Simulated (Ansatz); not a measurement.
How far each method lies from full CI for CH₃⁺, triplet

Geometry: a point of a stretch scan, not a stationary point.

```
atom   x (Å)    y (Å)    z (Å)
   C  0.0000  -0.0774   0.1624
   H  0.0000   1.7610  -2.3930
   H  0.0000  -0.0774   1.2453
   H  0.0000  -0.7609  -0.7876
```

Basis cc-pVDZ; Ansatz 0.2.0. Only valence electrons are correlated (noble-gas cores frozen), which leaves 6 electrons in 28 orbitals. Prefix R: restricted or restricted open-shell reference; prefix U: unrestricted. Active spaces: pair = (4e, 4o) about the gap; valence = (6e, 7o) chosen from the atoms' valence shells.

Full CI is exact within this basis and frozen core; it isn't the basis-set limit. The frozen core follows each run's orbitals, which can shift R against U totals by a few meV.

For open shells CISD is restricted-active-space CI with the open shells as a complete middle space.

```
UHF ⟨S²⟩                          : 2.006
T1 diagnostic (RCCSD)             : 0.0134
largest doubles amplitude (RCCSD) : 0.070
T1 diagnostic (UCCSD)             : 0.0072
```

```csv
level,E − E(full CI) (kJ/mol),share of correlation (%),wall time
RHF,269.1,0.00,–
UHF,261.7,2.78,–
RMP2,61.7,77.08,–
UMP2,61.2,77.27,–
CISD,9.6,96.44,0.42 s
RCCSD,4.8,98.22,–
UCCSD,4.7,98.26,–
RCCSD(T),1.1,99.58,0.57 s
UCCSD(T),1.1,99.60,0.57 s
BCCD(T),1.1,99.58,0.69 s
RCCSDT,0.1,99.96,–
UCCSDT,0.1,99.98,–
RCCSDT(Q),0.0,99.99,3.6 s
UCCSDT(Q),0.0,100.01,3.3 s
CASSCF (pair space),221.7,17.62,–
NEVPT2 (pair space),57.1,78.78,0.36 s
MRCISD (pair space),7.6,97.19,–
MRCISD+Q (pair space),-0.6,100.23,0.51 s
CASSCF (valence space),147.5,45.20,–
NEVPT2 (valence space),39.4,85.36,0.99 s
MRCISD (valence space),5.0,98.15,–
MRCISD+Q (valence space),1.7,99.35,1.5 s
MRCISD+Q(relaxed) (valence space),-1.3,100.50,1.7 s
```

The correlation energy at full CI, counted from RHF, is -2.789 eV. That run took 20 s on 1 thread of Arm Neoverse V1, shared host over 5,401,466 determinants.

Times hold each run's SCF and search for its determinant on a shared host, so for small cases they say little of a method's own cost; they ran on 1 thread of Arm Neoverse V1.

More than 5 meV below full CI, which no variational method can be: MRCISD+Q (pair space), MRCISD+Q(relaxed) (valence space).

The full-CI state has the irrep A' of Cs, in the program's axes.

Natural occupations of full CI about the gap: 1.960 1.956 1.000 0.991 0.023 0.021 0.017 0.006 0.006 0.006; effectively unpaired electrons, Σ n²(2−n)², 2.02.
